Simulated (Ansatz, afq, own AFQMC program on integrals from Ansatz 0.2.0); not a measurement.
Integrals from Ansatz 0.2.0, then the random walk in our own AFQMC program (afq).

```yaml
crystal:
  periodic: [false, false, false]
  atoms:
    - {symbol: Sb, position_ang: [0.000032, -0.000014, -0.011448]}
    - {symbol: H, position_ang: [1.401571, 0.011909, 0.464859]}
    - {symbol: H, position_ang: [-0.712537, 1.209804, 0.457494]}
    - {symbol: H, position_ang: [-0.692894, -1.220024, 0.460518]}
basis:
  gaussian: {orbitals: def2-SVP}
total_charge: 1
magnetization: {spin_polarized: true, initial_magnetization: 1}
correlation: {method: ccsd_t, electrons: outside_noble_gas, hamiltonian_folder: ham}
```

```sh
$ ansatz run in.yaml --threads 1 --pin off --events-out ev --progress --plain --max-ram 1382MiB
```

afq runs on the folder ham with

```
--method phaseless --trial mp1 --walkers 10 --populations 1 --least-time 40 --time-step 0.01 --steps-per-block 25 --equilibration-blocks 40 --max-blocks 240 --target-error 0.00064 --factor-cut 1e-05 --start spin_pure --seed 1010 --release-times 0.3,0.6,0.9,1.2 --release-step 0.02 --release-every 4 --taylor-order 8
```

Times are imaginary, in 1/Eh. The walk had a cap of 255 s. Filled inner d shells are frozen with the cores. Core potentials past Kr, no spin–orbit coupling.

Log:

```
orbitals 32  electrons 4 3  factors 275 of 487
reference energy -240.62316905 Eh
CCSD correlation -0.10650842 Eh in 9 cycles, weight of the determinant in the CISD state 0.9412
energy of the start -240.707288 Eh
 block  time / (1/Eh)  mean weight  energy / Eh
     1     0.250  1.0015  -240.718046
     2     0.500  0.9966  -240.719799
     3     0.750  1.0012  -240.717348
     4     1.000  0.9925  -240.720262
     5     1.250  1.0068  -240.723720
     8     2.000  1.0037  -240.733670
    15     3.750  0.9954  -240.730491
    36     9.000  1.0070  -240.740369
    57    14.250  1.0061  -240.732030
    64    16.000  1.0071  -240.725955
    78    19.500  1.0025  -240.729184
    99    24.750  0.9962  -240.730188
   120    30.000  0.9997  -240.732431
   127    31.750  1.0031  -240.744886
   141    35.250  1.0002  -240.733725
   162    40.500  1.0094  -240.733443
   183    45.750  0.9951  -240.735531
   204    51.000  0.9989  -240.739241
   225    56.250  1.0024  -240.737078
   246    61.500  0.9992  -240.734172
   267    66.750  0.9941  -240.734766
   274    68.500  1.0023  -240.735209
blocks merged  error / Eh  count
     1  0.000375  240
     2  0.000451  120
     4  0.000569  60
     8  0.000637  30
    16  0.000727  15
released: time / (1/Eh)  energy / Eh  error  mean overlap
  0.30  -240.733453  0.000599  0.9926
  0.60  -240.732738  0.000656  0.9909
  0.90  -240.732537  0.000634  0.9949
  1.20  -240.732123  0.000694  0.9887
energy -240.733126 +/- 0.000637 Eh
(rows thinned)
```

The run passed its tests (sampling time, drift between the halves within three errors, error under three times the target), which doesn't prove that it has relaxed.

Against this walk (error 17.3 meV) on the same determinant: CCSD(T) 47.2 meV higher, CCSDT(Q) 34.3 meV higher (within the noise), a separate phaseless walk with a CISD trial and standard settings 32.6 ± 17.7 meV higher (within the noise). The error is statistical and leaves out the bias of the constraint. Released to 1.20 1/Eh the energy moves by 27 ± 26 meV (both errors), within twice the noise.

Cautions: constraint bias not in the error; no spin-orbit coupling; inner d shell frozen; so few walkers bias the energy; the time-step error isn't removed.

The walk took 33 s on 1 thread of Arm Neoverse V1, on a shared host. The log's last line is the phaseless energy.

CCSDT and higher add their correlation energy to the determinant of the CCSD(T) run, since their own runs factorise the integrals more tightly (a shift of under 2 meV). A walk keeps the symmetry of its determinant, which the program's search chose and which needn't be the lowest solution, so a lower state of the same spin and another symmetry isn't excluded.
